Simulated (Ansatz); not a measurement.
Geometry optimisation, Ansatz 0.2.0, UKS LDA/def2-SVP.

The input (input.yaml):

```yaml
crystal:
  periodic: [false, false, false]
  atoms:
    - { symbol: Al, position_ang: [-1.0e-06, 0.0, -0.332963] }
    - { symbol: F, position_ang: [5.0e-06, 2.0e-06, 2.541256] }
    - { symbol: H, position_ang: [1.409062, 0.0, -1.121049] }
    - { symbol: H, position_ang: [-1.409063, 0.0, -1.12105] }
    - { symbol: Cl, position_ang: [-3.0e-06, -2.0e-06, 4.153806] }
magnetization:
  spin_polarized: true
  initial_magnetization: 1
basis:
  gaussian: { orbitals: def2-SVP }
hamiltonian:
  xc: lda
relax:
  f_tol: 0.03
  max_steps: 50
```

Run as:

```bash
$ ansatz run input.yaml --threads 1 --pin off --max-ram 2048MiB --backend cpu --events-out ev --progress --plain --runs-dir out
```

Question: Where does it end, and by what steps?

Answer: The run converged. After 8 steps the energy has fallen by 3.753 eV; F2 moved furthest, 0.92 Å. Parted: F2–Cl5 (1.61 → 2.38 Å). Joined: Al1–F2 (2.87 → 1.68 Å).

| step | energy less start (eV) | largest force component (eV/Å) | accepted |
| --- | --- | --- | --- |
| 0 | 0.0000 | 3.839 | yes |
| 1 | -0.3718 | 4.704 | yes |
| 2 | -1.0052 | 6.499 | yes |
| 3 | -1.9352 | 7.594 | yes |
| 4 | -2.7738 | 6.229 | yes |
| 5 | -3.5469 | 3.075 | yes |
| 6 | -3.7369 | 0.976 | yes |
| 7 | -3.7528 | 0.185 | yes |
| 8 | -3.7535 | 0.005 | yes |

```xyz
5
Properties=species:S:1:pos:R:3
Al 0.000 0.000 -0.052
F 0.000 0.000 1.625
H 1.436 0.000 -0.731
H -1.436 0.000 -0.731
Cl 0.000 0.000 4.009
```

Whether the end is a true minimum wasn't checked by a vibrational analysis.

The run took 14 s on 1 thread of Arm Neoverse V1, on a shared host, peak memory 0.13 GiB.
